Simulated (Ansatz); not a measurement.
The input, for Ansatz 0.2.0:

```yaml
crystal:
  periodic: [false, false, false]
  atoms:
    - {symbol: N, position_ang: [0.000000, 0.000000, 0.000000]}
    - {symbol: C, position_ang: [0.000000, 0.000000, 1.040000]}
basis:
  gaussian: {orbitals: 6-31G}
magnetization: {spin_polarized: true, initial_magnetization: 1}
correlation: {method: ccsdtq, electrons: outside_noble_gas}
```

```sh
$ ansatz run in.yaml --threads 1 --pin off --events-out ev --progress --plain --max-ram 2393MiB
```

Output:

```
406 factors; integrals over basis functions are off by at most 3.5e-8 eV
mean field evaluation 1: about -2504.3257 eV, gradient 1.7e1 eV
mean field evaluation 2: about -2504.3405 eV, gradient 1.7e1 eV
mean field evaluation 4: about -2505.7935 eV, gradient 3.1e0 eV
mean field evaluation 8: about -2506.4609 eV, gradient 8.8e-1 eV
mean field evaluation 16: about -2506.4946 eV, gradient 2.0e-6 eV
mean field evaluation 32: about -2504.4211 eV, gradient 6.2e-6 eV
mean field evaluation 64: about -2504.4231 eV, gradient 3.6e-2 eV
mean field evaluation 96: about -2504.7567 eV, gradient 1.5e0 eV
mean field evaluation 128: about -2504.4211 eV, gradient 6.0e-4 eV
mean field evaluation 160: about -2504.8774 eV, gradient 2.4e0 eV
...
cycle  12  -4.99433244 eV  change    3.7e-4 eV  update   1.5e-4
cycle  13  -4.99438002 eV  change   -4.8e-5 eV  update   6.2e-5
cycle  14  -4.99443944 eV  change   -5.9e-5 eV  update   2.7e-5
cycle  15  -4.99443842 eV  change    1.0e-6 eV  update   1.3e-5
cycle  16  -4.99443952 eV  change   -1.1e-6 eV  update   7.7e-6
cycle  17  -4.99444281 eV  change   -3.3e-6 eV  update   4.3e-6
cycle  18  -4.99444439 eV  change   -1.6e-6 eV  update   2.2e-6
cycle  19  -4.99444624 eV  change   -1.9e-6 eV  update   7.3e-7
cycle  20  -4.99444669 eV  change   -4.4e-7 eV  update   3.6e-7
cycle  21  -4.99444688 eV  change   -2.0e-7 eV  update   2.0e-7
Total energy: -2511.48909518 eV, -92.2955218993 hartree
```

For the same geometry and basis full CI lies 2.7 meV lower.

Ran on 1 thread of Arm Neoverse V1, shared host: 31 s wall, 0.3 GiB peak host memory.
